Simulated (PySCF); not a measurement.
# Electric field gradients and quadrupole coupling constants

C₄H₃N₂ (charge -1).
Structure used (PBE0-D3(BJ)/def2-SVP), in Å, numbered top down from 1:
```
atom  x, y, z in Å
N1    -2.710   -0.752   -0.800
C2    -1.776   -0.124   -0.439
C3    -0.705    0.616    0.040
C4     0.506   -0.075    0.592
C5     1.611   -0.290   -0.368
N6     2.467   -0.400   -1.147
H7    -0.574    1.635   -0.336
H8     0.230   -1.070    0.984
H9     0.965    0.464    1.449
```

Field gradients from the PBE0/pcSseg-1 density (PySCF, non-relativistic), principal values in atomic units, ordered |Vxx| ≤ |Vyy| ≤ |Vzz|:

```csv
atom,Vxx,Vyy,Vzz
N1,-0.2134,-0.5914,0.8047
N6,0.3848,0.4495,-0.8343
```

Task: Find the asymmetry η = (Vxx − Vyy)/Vzz and the couplings χ = eQV/h (234.96 MHz × Q in barn × V in au), with Q(14N) = 0.02044 b.

Result: 
```json
{"atom": "N1", "environment": "nitrogen bonded to C", "nucleus": "14N", "η": "0.47", "χzz (MHz)": "3.865", "χxx (MHz)": "-1.025", "χyy (MHz)": "-2.840"}
{"atom": "N6", "environment": "nitrile nitrogen", "nucleus": "14N", "η": "0.08", "χzz (MHz)": "-4.007", "χxx (MHz)": "1.848", "χyy (MHz)": "2.159"}
```

Task: What is Vzz at N6 in SI units (1 au = 9.71736 × 10²¹ V/m²)?

Result: -0.8343 au = -8.107 × 10²¹ V/m².

Task: And the gradient at the other heavy atoms, for which no coupling is worked out here?

Result: 
```json
{"atom": "C2", "environment": "carbon bonded to C and N", "Vzz (au)": "-0.465", "η": "0.03"}
{"atom": "C3", "environment": "carbon bonded to 2 C and H", "Vzz (au)": "-0.519", "η": "0.28"}
{"atom": "C4", "environment": "sp3 carbon next to a nitrile", "Vzz (au)": "0.227", "η": "0.21"}
{"atom": "C5", "environment": "nitrile carbon", "Vzz (au)": "-0.484", "η": "0.01"}
```

Task: What couplings would deuterons (Q(2H) = 0.00286 b) have in place of the hydrogens, at this geometry?

Result: 
| atom | bonded to | bond length (Å) | Vzz (au) | η | χzz (kHz) |
| --- | --- | --- | --- | --- | --- |
| H7 | C3 | 1.094 | 0.3252 | 0.22 | 219 |
| H8 | C4 | 1.104 | 0.2859 | 0.03 | 192 |
| H9 | C4 | 1.111 | 0.2773 | 0.04 | 186 |

One conformer (not necessarily the lowest) at the PBE0-D3(BJ)/def2-SVP geometry, without solvent, vibrations or thermal averaging. The pcSseg-1 basis has no diffuse functions, a weakness for an anion. The HOMO energy is positive at this level (+0.01 eV), so the outermost electrons may be held by the finite basis alone. The basis is small and wasn't made for field gradients, so the couplings can be 20 % off.

These values come from a run that also computed NMR shieldings. On one thread of an x86-64 server (shared host), this took 8.2 s of wall time.
